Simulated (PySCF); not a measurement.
**Reproducing measurements on thioformaldehyde**

**The experiment to reproduce.**

NIST CCCBDB Release 22 (SRD 101), experimental dipoles lists, for the gas: dipole moment 1.647 ± 0.0014 D.

How close the calculation comes is told at the end.

Thioformaldehyde, CH2S.
Atom-mapped SMILES: `[CH2:1]=[S:2]` (hydrogens: H3, H4 on C1)

Geometry (PBE/6-31+G*, Å), atoms numbered from 1 in this order:
```
atom  x, y, z in Å
C1    -0.1173   -0.0013   -0.0103
S2     1.5029   -0.0590    0.1233
H3    -0.6367    0.8212   -0.5288
H4    -0.7714   -0.7822    0.4112
```

The PySCF runs (gas phase, on this PBE/6-31+G* geometry; no spin–orbit coupling):

```tsv
level	job	basis functions	wall time
PBE/6-31+G*, grid level 1	geometry optimisation from a GFN2-xTB start	44	1.5 s
```

Hardware: Intel Xeon 6975P-C, one thread, shared host.

All basis functions are spherical.

## Comparison

**Dipole moment.** Measured: 1.647 D (NIST CCCBDB Release 22 (SRD 101), experimental dipoles).

```
      level  computed (D)  computed − measured (D)  % (from the printed values)
PBE/6-31+G*         1.814                   +0.167                          +10
```

The computed dipoles belong to one fixed geometry; measured ones are averaged over vibrations unless marked μe. Magnitudes are compared, not signs.

The geometry is computed, not the measured one. Where a level misses, the cause wasn't examined.
